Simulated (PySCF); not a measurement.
Molecule: `C(F)[SiH3]`, CH5FSi.

Geometry:
```
atom   x (Å)   y (Å)   z (Å)
  F1   1.644   0.167  -1.038
  C2   0.985  -0.068   0.151
 Si3  -0.895   0.035  -0.121
  H4   1.274  -1.062   0.536
  H5   1.311   0.677   0.899
  H6  -1.260   1.398  -0.605
  H7  -1.317  -0.979  -1.131
  H8  -1.586  -0.235   1.177
```

Geometry PBE0-D3(BJ)/def2-SVP throughout; GIAO in PySCF, gas phase, one conformer, non-relativistic; equivalent atoms averaged; functional PBE0.

(1) How do the shifts δ (against CFCl3, TMS at the same level) depend on the basis set? (ppm; last column core-seconds on shared hosts with different chips, so compare them loosely)

(2) Which nucleus moves most, in ppm?

(3) Taking the largest basis, pcSseg-2 (185 functions), as the yardstick, rank the others by their worst heavy-atom deviation.

Results:

(1) 
```
    basis set  functions      F1    C2     Si3  H6/H7/H8  H4/H5  core-s
       STO-3G         24  -166.4  49.3   -72.1      1.83   1.79     1.1
        6-31G         41  -285.6  68.1   -48.5      3.75   4.69     2.1
     pcSseg-0         41  -311.9  71.5  -104.7      4.12   4.49       2
       6-31G*         56  -271.3  68.4   -40.0      4.13   4.50     2.6
     def2-SVP         71  -260.2  68.5   -67.2      3.93   4.36     2.9
      cc-pVDZ         71  -269.6  69.5   -60.6      3.88   4.59     3.5
     pcSseg-1         83  -288.9  72.9   -70.3      3.95   4.66     3.7
  aug-cc-pVDZ        118  -273.2  70.5   -70.7      4.05   4.82     6.1
6-311+G(2d,p)        119  -291.5  72.9   -71.2      4.17   4.68     5.3
    def2-TZVP        129  -290.1  74.0   -72.9      4.18   4.63       6
     IGLO-III        164  -293.2  75.7   -73.2      4.09   4.69     8.6
      cc-pVTZ        164  -284.7  73.5   -67.3      3.94   4.64     9.1
     pcSseg-2        185  -290.8  75.9   -72.4      3.95   4.66     8.6
```

(2) F1 (fluorine on an sp3 carbon): from -311.9 ppm with pcSseg-0 to -166.4 ppm with STO-3G. The smallest spread is 2.35 ppm, at H6/H7/H8. Proton shifts span only some 12 ppm, so a few tenths of a ppm matter as much there as several ppm in carbon.

(3) def2-TZVP 2.0 ppm (129 functions), IGLO-III 2.3 ppm (164 functions), pcSseg-1 3.0 ppm (83 functions), 6-311+G(2d,p) 3.0 ppm (119 functions), cc-pVTZ 6.1 ppm (164 functions), aug-cc-pVDZ 17.6 ppm (118 functions), cc-pVDZ 21.2 ppm (71 functions), 6-31G 23.9 ppm (41 functions), def2-SVP 30.7 ppm (71 functions), pcSseg-0 32.2 ppm (41 functions), 6-31G* 32.4 ppm (56 functions), STO-3G 124.4 ppm (24 functions).

A small basis that lands close on one nucleus may do so by chance; judge by the trend and by all nuclei.
